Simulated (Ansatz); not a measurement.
**Relaxing Fe2CuN2**

These are results of DFT PBE, scalar-relativistic, plane waves, PAW (Ansatz 0.2.0), not measurements. Cutoff 420 eV, Γ-centred k mesh, Gaussian smearing, no spin polarisation in the final step.

The start puts Fe2CuN2 on the sites of a reported EuMn2P2 cell (P-3m1, No. 164), with Cu in place of Eu, Fe in place of Mn, N in place of P, at a guessed volume.

```
CELL_PARAMETERS angstrom
3.36196 0.00000 0.00000
-1.68098 2.91154 0.00000
0.00000 0.00000 5.70795
ATOMIC_POSITIONS crystal
Fe 0.33333 0.66667 0.62000
Fe 0.66667 0.33333 0.38000
Cu 0.00000 0.00000 0.00000
N 0.33333 0.66667 0.26000
N 0.66667 0.33333 0.74000
```

Cell and atoms relax at zero pressure; the relaxation can't lower the symmetry of the start. After a coarse first stage the cell is made exact in the group found at 0.06 Å.

Formation energies are uncorrected and refer to the elements' standard structures at the same level (N₂ as a molecule).

(1) What does it relax into?

(2) What are its volume, energy, density and gap?

Results:

(1) It keeps P-3m1 (No. 164). Conventional cell: a = 3.135 Å, c = 5.751 Å. Fe has 3 N at 1.84 Å and 1 N at 2.05 Å; Cu is coordinated by 6 N at 2.47 Å and 6 Fe at 2.71 Å; N is coordinated by 3 Fe at 1.84 Å and 1 Fe at 2.05 Å.

```cif
data_structure
_symmetry_space_group_name_H-M 'P-3m1'
_symmetry_Int_Tables_number 164
_cell_length_a 3.1345
_cell_length_b 3.1345
_cell_length_c 5.7507
_cell_angle_alpha 90.000
_cell_angle_beta 90.000
_cell_angle_gamma 120.000
_cell_volume 48.93
loop_
_atom_site_label
_atom_site_type_symbol
_atom_site_symmetry_multiplicity
_atom_site_Wyckoff_symbol
_atom_site_fract_x
_atom_site_fract_y
_atom_site_fract_z
_atom_site_occupancy
Fe1 Fe 2 d 0.33333 0.66667 0.64920 1
Cu1 Cu 1 a 0.00000 0.00000 0.00000 1
N1 N 2 d 0.33333 0.66667 0.29329 1
```

(2) The volume per atom is 9.79 Å³. The density is 6.90 g/cm³. The energy over the elements is 0.33 eV/atom. The gap on the 12×12×8 mesh is 0 eV (a metal).

The final run used a 12×12×8 mesh on its 5-atom cell and 0.10 eV smearing. For metals, differences of a few meV/atom aren't resolved. A structure relaxed within its symmetry needn't be a true minimum.

Cost: 3 runs of about 4.1 core-minutes in all, on Arm Neoverse V1 (shared hosts).